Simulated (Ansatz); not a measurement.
# CHBCl+ (quintet): wave-function methods side by side, cc-pVDZ

The task here is to estimate one member of a computed series from the others.

Computed with Ansatz 0.2.0, Gaussian basis. Level: cc-pVDZ, core rule «outside noble gas», up to 7 orbitals frozen.

To be run: UHF; CCSD(T) on ROHF; CCSD(T) on UHF; BCCD(T) on ROHF; CISD; CCSDT(Q) on ROHF; CCSDT(Q) on UHF.

26 further runs of the same task are left out: 9 that didn't finish, 17 set aside as unsound or not needed.

### What is computed

The geometry is a PBE0/def2-TZVP stationary point (not a proven minimum) of the parent state, kept for this charge and spin.

4 atoms, charge 1, spin multiplicity 5.

Atoms are counted from 1 here; the program's logs count them from 0.

Bond lengths: B1–C2 1.477 Å, C2–Cl3 1.724 Å, C2–H4 1.088 Å. Angles: B1–C2–Cl3 123.8°, B1–C2–H4 126.9°, Cl3–C2–H4 109.3°.

Set-up of the first run:

Contents of in.yaml:

```yaml
crystal:
  periodic: [false, false, false]
  atoms:
    - {symbol: B, position_ang: [0.000000, -0.449484, 1.928752]}
    - {symbol: C, position_ang: [0.000000, 0.465571, 0.769072]}
    - {symbol: Cl, position_ang: [0.000000, -0.064811, -0.871300]}
    - {symbol: H, position_ang: [0.000000, 1.552953, 0.795047]}
basis:
  gaussian: {orbitals: cc-pVDZ}
total_charge: 1
magnetization: {spin_polarized: true, initial_magnetization: 4}
hamiltonian: {xc: hf}
output: {orbitals: {seedname: orbitals}}
```

On the command line:

```
$ ansatz run in.yaml --threads 1 --pin off --events-out ev --progress --plain --max-ram 2393MiB
```

Among the steps run: UHF; CCSD(T) on ROHF; CCSD(T) on UHF; BCCD(T) on ROHF; CISD; CCSDT(Q) on ROHF; CCSDT(Q) on UHF.

One table of the session follows, with a row left open; its other results are not shown here.

| method | from UCCSDT(Q) (meV) |
| --- | --- |
| ROHF | +8377.8 |
| UHF | +8179.4 |
| RMP2 | +1336.5 |
| UMP2 | +1379.8 |
| CISD | +988.0 |
| RCCSD | +317.0 |
| UCCSD | +313.0 |
| RCCSD(T) | +60.8 |
| UCCSD(T) | +61.4 |
| BCCD(T) | +56.9 |
| RCCSDT | +20.3 |
| UCCSDT | +19.4 |
| RCCSDT(Q) | ? |
| UCCSDT(Q) | 0 |

Estimate the missing values for RCCSDT(Q).

As computed: from UCCSDT(Q) (meV): +2.2. In the column «from UCCSDT(Q) (meV)» it lies between UCCSDT(Q) (0) and UCCSDT (+19.4).

Limits of these values: Restricted and unrestricted rows rest on different reference determinants; where their highest levels disagree by more than a few hundredths of an eV, they describe different states and don't form one ladder.
